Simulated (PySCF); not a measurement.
Point-charge models of sulfuric acid, `O=S(=O)(O)O` against its computed dipole.

Coordinates (PBE0-D3(BJ)/def2-TZVP, Å) and charges (e) from the PBE0/pcSseg-2 density (PySCF):

```csv
atom,x,y,z,Mulliken,IAO,Hirshfeld,ESP-fitted
O1,-0.637,-0.637,-1.419,-0.4539,-0.8780,-0.2900,-0.4695
S2,-0.299,-0.327,-0.079,+1.0449,+2.4245,+0.5663,+1.1201
O3,-0.867,-0.970,1.048,-0.4542,-0.8779,-0.2897,-0.4687
O4,-0.516,1.231,0.069,-0.3153,-0.7375,-0.1930,-0.5328
O5,1.265,-0.464,0.090,-0.3145,-0.7371,-0.1928,-0.5326
H6,-0.601,1.447,1.007,+0.2466,+0.4030,+0.1995,+0.4415
H7,1.687,-0.308,-0.767,+0.2464,+0.4029,+0.1996,+0.4420
```

Problem. What dipole does each set of charges give (1 e·Å = 4.803 D), and what does the density give?

Solution. The full density gives (2.18, 2.33, 0.52) D, 3.23 D in size; dipole vectors point from the negative to the positive end.

```tsv
scheme	μx	μy	μz	size (D)	share of the full size (%)	angle to the full dipole (°)
Mulliken	1.93	2.05	0.46	2.85	88	0
IAO	2.30	2.46	0.55	3.41	106	0
Hirshfeld	1.63	1.73	0.39	2.40	74	0
ESP-fitted	2.17	2.31	0.52	3.21	99	0
```

Problem. Which set comes closest?

Solution. Length of the difference vector: ESP-fitted 0.02 D, IAO 0.18 D, Mulliken 0.38 D, Hirshfeld 0.83 D. Closest: ESP-fitted. 

Problem. What is left for the Hirshfeld atoms' own dipoles?

Solution. The shares of the density sum to the whole, so what Σ q r misses lies in dipoles about the nuclei. The atomic dipoles sum to (2.18, 2.33, 0.52) − (1.63, 1.73, 0.39) = (0.55, 0.60, 0.13) D, 0.83 D in size.

Problem. With the origin at the mean of the coordinates, (0.005, -0.004, -0.007) Å, which are the largest single terms, by size, of the Hirshfeld dipole along the direction of the full one?

Solution. O1 +1.56, O3 +1.55, S2 -1.22, H6 +0.77, H7 +0.76 D; all 7 atoms together +2.40 D. The single terms depend on the origin, their sum doesn't.

Problem. Give the size of the full dipole in other units.

Solution. 3.23 D = 1.271 au = 0.673 e·Å = 10.78 × 10⁻³⁰ C·m.

Geometry: PBE0-D3(BJ)/def2-TZVP, one conformer, isolated molecule.

These values come from a run that also computed NMR shieldings. The run took 11 s of wall time on an Intel Xeon 6975P-C with one thread, shared host, and the process peaked at 0.92 GiB of memory.

Shape of the structure used: `[O:1]=[S:2](=[O:3])([OH:4])[OH:5]`: H–O4–S2–O1 160°, H–O5–S2–O1 27°.
